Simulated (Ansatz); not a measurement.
# CHSi₂+ (triplet): the correlation ladder, cc-pVDZ

The task here is to estimate one member of a computed series from the others.

Method: cc-pVDZ, core rule «outside noble gas», up to 11 orbitals frozen; program: Ansatz 0.2.0, Gaussian basis.

Plan: UHF; CCSD(T) on ROHF; CCSD(T) on UHF; BCCD(T) on ROHF; CISD; CCSDT(Q) on ROHF; CCSDT(Q) on UHF; CASSCF and MRCISD+Q, 10 electrons in 10 orbitals; CASSCF and NEVPT2, 10 electrons in 10 orbitals.

27 further runs of the same task are left out: 1 for a known fault of the program, 11 that didn't finish, 15 set aside as unsound or not needed.

**The system**

The geometry is a PBE0/def2-TZVP stationary point (not a proven minimum) of the parent state, kept for this charge and spin.

4 atoms, charge 1, spin multiplicity 3.

Atoms are counted from 1 here; the program's logs count them from 0.

Bond lengths: C1–Si2 1.685 Å, C1–H4 1.075 Å, Si2–Si3 2.242 Å. Angles: Si2–C1–H4 180.0°, C1–Si2–Si3 180.0°.

Set-up of the first run:

The input, in.yaml:

```yaml
crystal:
  periodic: [false, false, false]
  atoms:
    - {symbol: C, position_ang: [0.000000, 0.000000, 1.134195]}
    - {symbol: Si, position_ang: [0.000000, 0.000000, -0.550583]}
    - {symbol: Si, position_ang: [0.000000, 0.000000, -2.792583]}
    - {symbol: H, position_ang: [0.000000, 0.000000, 2.208970]}
basis:
  gaussian: {orbitals: cc-pVDZ}
total_charge: 1
magnetization: {spin_polarized: true, initial_magnetization: 2}
hamiltonian: {xc: hf}
output: {orbitals: {seedname: orbitals}}
```

Launch:

```
$ ansatz run in.yaml --threads 1 --pin off --events-out ev --progress --plain --max-ram 2393MiB
```

Among the steps run: UHF; CCSD(T) on ROHF; CCSD(T) on UHF; BCCD(T) on ROHF; CISD; CCSDT(Q) on ROHF; CCSDT(Q) on UHF; CASSCF and MRCISD+Q, 10 electrons in 10 orbitals; CASSCF and NEVPT2, 10 electrons in 10 orbitals.

One of the session's tables, all rows but one given; the rest of the session is left out.

| method | from RCCSDT(Q) (meV) |
| --- | --- |
| ROHF | +8556.6 |
| UHF | +7804.9 |
| RMP2 | +1879.7 |
| UMP2 | +2262.7 |
| CISD | +1617.2 |
| RCCSD | ? |
| UCCSD | +705.8 |
| RCCSD(T) | +270.4 |
| UCCSD(T) | +329.5 |
| BCCD(T) | +272.9 |
| RCCSDT | +118.9 |
| UCCSDT | +119.1 |
| RCCSDT(Q) | 0 |
| UCCSDT(Q) | -23.4 |
| CASSCF frontier | +5696.1 |
| NEVPT2 frontier | +1161.4 |
| MRCISD frontier | +543.4 |
| MRCISD+Q frontier | +6.5 |

Estimate the missing values for RCCSD.

As computed: from RCCSDT(Q) (meV): +699.5. In the column «from RCCSDT(Q) (meV)» it lies between MRCISD frontier (+543.4) and UCCSD (+705.8).

The program flags UCCSDT(Q) as in doubt (see the logs), so those rows may rest on another solution; read them beside their warnings.

To keep in mind: The determinant is far from a pure spin state, so its energy mixes those of several spin states (harmless only where they are near-degenerate, as at dissociation). The report flags that the cluster equations may have other roots. The program flags UCCSDT(Q) as in doubt, so those rows may rest on another solution; read them beside their warnings. Restricted and unrestricted rows rest on different reference determinants; where their highest levels disagree by more than a few hundredths of an eV, they describe different states and don't form one ladder.
